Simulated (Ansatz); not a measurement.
Geometry optimisation, RKS r2SCAN-D4/def2-SVP (Ansatz 0.2.0).

The input (input.yaml):

```yaml
crystal:
  periodic: [false, false, false]
  atoms:
    - { symbol: "N", position_ang: [1.11024, 0.08665, -0.64976] }
    - { symbol: C, position_ang: [-0.01404, -0.08843, -0.04122] }
    - { symbol: O, position_ang: [-0.83475, -1.02596, -0.0499] }
    - { symbol: O, position_ang: [-0.36052, 1.01249, 0.79241] }
    - { symbol: H, position_ang: [0.37919, -0.85007, -0.71455] }
    - { symbol: H, position_ang: [-1.20549, 0.7487, 1.17836] }
total_charge: -1
basis:
  gaussian: { orbitals: def2-SVP }
hamiltonian:
  xc: r2scan
  dispersion: d4
relax:
  f_tol: 0.02
  max_steps: 50
```

Launched with:

```bash
$ ansatz run input.yaml --threads 1 --pin off --max-ram 2048MiB --backend cpu --events-out ev --progress --plain --runs-dir out
```

Q: Where does it end, and by what steps?

A: The run converged. Limits of this set-up: an anion without diffuse functions, the dipole of an ion depends on the origin. After 12 steps the energy has fallen by 3.517 eV; H5 moved furthest, 0.73 Å. The start is strongly strained (largest force component 9 eV/Å), so its close contacts needn't be bonds. Parted: C2–H5.

| step | energy less start (eV) | largest force component (eV/Å) | accepted |
| --- | --- | --- | --- |
| 0 | 0.0000 | 8.629 | yes |
| 1 | -1.2853 | 4.302 | yes |
| 2 | -2.5611 | 2.592 | yes |
| 3 | -3.1996 | 1.481 | yes |
| 4 | -3.4791 | 1.200 | yes |
| 5 | -3.5059 | 0.414 | yes |
| 6 | -3.5042 | 0.646 | no |
| 7 | -3.5107 | 0.461 | yes |
| 8 | -3.5167 | 0.091 | yes |
| 9 | -3.5173 | 0.061 | yes |
| 10 | -3.5171 | 0.107 | no |
| 11 | -3.5174 | 0.025 | yes |
| 12 | -3.5174 | 0.014 | yes |

```xyz
6
Properties=species:S:1:pos:R:3
N 0.958 -0.042 -0.627
C -0.165 -0.093 0.051
O -1.078 -0.954 0.144
O -0.383 1.072 0.841
H 0.973 -0.935 -1.136
H -1.231 0.836 1.242
```

Whether the end is a true minimum wasn't checked by a vibrational analysis.

Run time: 40 s on 1 thread of Intel(R) Xeon(R) Processor @ 2.70GHz, with other jobs on the host, peak memory 0.15 GiB.
